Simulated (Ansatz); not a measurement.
Consider the substitution at a C–N bond: `CN(C)C=O` + `N=C=C=O` → `CN=C=C=O` + `CNC=O`.

Calculated with Ansatz (gas phase, PBE0-D4/def2-TZVP geometries, no zero-point term in ΔE). CCSD(T)/CBS adds triple-zeta CCSD(T) − MP2 to the extrapolated MP2 energy (def2 sets, frozen cores). DFT in def2-TZVPP. B3LYP here is the variant with VWN-RPA as its local correlation; programs differ in this. HSE06 is defined as in plane-wave codes. Each species was taken in one conformer, which may not be the lowest.

```tsv
level	ΔE (kJ/mol)	difference from CCSD(T)/CBS
LDA (SPW92)	-10.5	-5.9
PBE-D4	-10.4	-5.8
revPBE-D4	-7.1	-2.5
BLYP-D4	-9.7	-5.1
r2SCAN-D4	-10.1	-5.5
B97M-V	-8.6	-4.0
PBE0-D4	-9.5	-4.9
B3LYP-D4	-9.7	-5.1
r2SCANh-D4	-9.9	-5.3
BHLYP-D4	-9.6	-5.0
CAM-B3LYP-D4	-8.9	-4.3
ωB97X-V	-6.2	-1.6
ωB97M-V	-5.7	-1.1
B2PLYP	-10.2	-5.6
PBE-QIDH	-8.4	-3.8
PBE	-13.0	-8.4
revPBE	-14.4	-9.8
BLYP	-15.1	-10.5
r2SCAN	-10.8	-6.2
B3LYP	-13.7	-9.1
r2SCANh	-10.6	-6.0
HSE06	-11.9	-7.3
BHLYP	-12.3	-7.7
CAM-B3LYP	-11.0	-6.4
LC-ωPBE	-9.1	-4.5
RPA@PBE/def2-TZVPP	2.9	7.5
HF/def2-SVP	-9.1	-4.5
MP2/def2-SVP	-1.9	2.7
CCSD/def2-SVP	0.6	5.2
CCSD(T)/def2-SVP	1.6	6.2
HF/def2-TZVPP	-12.9	-8.3
MP2/def2-TZVPP	-5.7	-1.1
SCS-MP2/def2-TZVPP	-5.5	-0.9
CCSD/def2-TZVPP	-3.4	1.2
CCSD(T)/def2-TZVPP	-2.4	2.2
HF/def2-QZVPP	-13.5	-8.9
MP2/def2-QZVPP	-7.2	-2.6
HF/CBS(def2)	-13.6	-9.0
MP2/CBS(def2)	-8.0	-3.4
CCSD/CBS(def2)	-5.6	-1.0
CCSD(T)/CBS	-4.6	0
```

Largest T1 diagnostic among the species: 0.019.

In def2-TZVPP, CCSD(T) changes the Hartree–Fock value by +10.5 kJ/mol (the triples alone add +1.0 kJ/mol) and MP2 by +7.2 kJ/mol. Leaving LDA and LC-ωPBE aside and taking each functional with its dispersion term where it has one, the values spread over 4.7 kJ/mol, from PBE-D4 to ωB97M-V.
